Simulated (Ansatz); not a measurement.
System: fcc Ag. Method: PBE-D3(BJ) in Ansatz (PAW).

Numerical settings: plane-wave cutoff 520 eV, 24×24×24 k mesh, Fermi–Dirac smearing 0.05 eV, no spin polarisation, scalar-relativistic PAW data made under PBE.

Computed points:

```json
[
 {"V (Å³/atom)": "15.878", "E − E_lowest (meV/atom)": "24.11", "P (GPa)": "8.20"},
 {"V (Å³/atom)": "16.215", "E − E_lowest (meV/atom)": "10.18", "P (GPa)": "5.08"},
 {"V (Å³/atom)": "16.553", "E − E_lowest (meV/atom)": "2.40", "P (GPa)": "2.36"},
 {"V (Å³/atom)": "16.891", "E − E_lowest (meV/atom)": "0.00", "P (GPa)": "-0.02"},
 {"V (Å³/atom)": "17.229", "E − E_lowest (meV/atom)": "2.29", "P (GPa)": "-2.10"},
 {"V (Å³/atom)": "17.567", "E − E_lowest (meV/atom)": "8.69", "P (GPa)": "-3.92"},
 {"V (Å³/atom)": "17.905", "E − E_lowest (meV/atom)": "18.67", "P (GPa)": "-5.51"}
]
```

Problem. Fit the third-order Birch–Murnaghan equation and give B0 and B′.

Solution. V0 = 16.887 Å³/atom, B0 = 111 GPa, B′ = 5.7 (fit to the energies at full precision).

Measured, for comparison: bulk modulus 110 GPa (corrected for temperature and zero-point phonon effects, our sources range from 104 to 111; as tabulated in Levämäki et al. (2014), arXiv:1402.3671); equilibrium volume per atom 16.76 Å³/atom (static lattice: zero-point anharmonic expansion removed; as tabulated in Mejia-Rodriguez and Trickey (2018), arXiv:1807.09216). Computed (rounded) less measured: bulk modulus +0.9 % (0.0 % to +7 % over the range), equilibrium volume per atom +0.8 %.

Computing time: around 50 core-seconds (rough).

Ansatz is a quantum-chemistry and plane-wave program.
